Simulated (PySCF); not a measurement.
Species: C2H4F2S.
Numbering: `[F:1][CH2:2][S:3][CH2:4][F:5]` (hydrogens: H6, H7 on C2; H8, H9 on C4)

Level of theory: PBE0-D3(BJ)/def2-SVP geometry optimisation, gas phase (PySCF 2.14.0).

Entries marked ? are missing. Bonds in one row agree within 0.01 Å.

```json
{"coordinate": "F1–C2, C4–F5", "value": "?"}
{"coordinate": "C2–S3, S3–C4", "value": "?"}
{"coordinate": "C2–H6 and 3 like bonds", "value": "1.101 Å"}
{"coordinate": "F1–C2–S3", "value": "?"}
{"coordinate": "F1–C2–H6", "value": "?"}
{"coordinate": "S3–C2–H6", "value": "?"}
{"coordinate": "S3–C2–H7", "value": "?"}
{"coordinate": "H6–C2–H7", "value": "109.9°"}
{"coordinate": "C2–S3–C4", "value": "98.2°"}
```

Problem. Estimate the withheld lengths and angles.

Solution. 
- F1–C2, C4–F5 = 1.364 Å, drawn single (alkyl fluorine to sp3 C–F carbon); 0.03 Å above the sum of covalent radii, 1.33 Å.
- C2–S3, S3–C4 = 1.799 Å, drawn single (sp3 C–F carbon to sulfide sulfur); 0.01 Å below the sum of covalent radii, 1.81 Å.
- F1–C2–S3 = 112.7°, at the sp3 C–F carbon; the outer atoms are 2.644 Å apart.
- F1–C2–H6 = 109.9°, at the sp3 C–F carbon; the outer atoms are 2.024 Å apart.
- S3–C2–H6 = 106.4°, at the sp3 C–F carbon; the outer atoms are 2.360 Å apart.
- S3–C2–H7 = 109.0°, at the sp3 C–F carbon; the outer atoms are 2.396 Å apart.

Radii are Cordero's, carbon taken as 0.76, 0.73 or 0.69 Å for four, three, and two or fewer neighbours.

No frequency check. The numbers are those of one conformer (F1–C2–S3–C4 71°, C2–S3–C4–F5 72°).
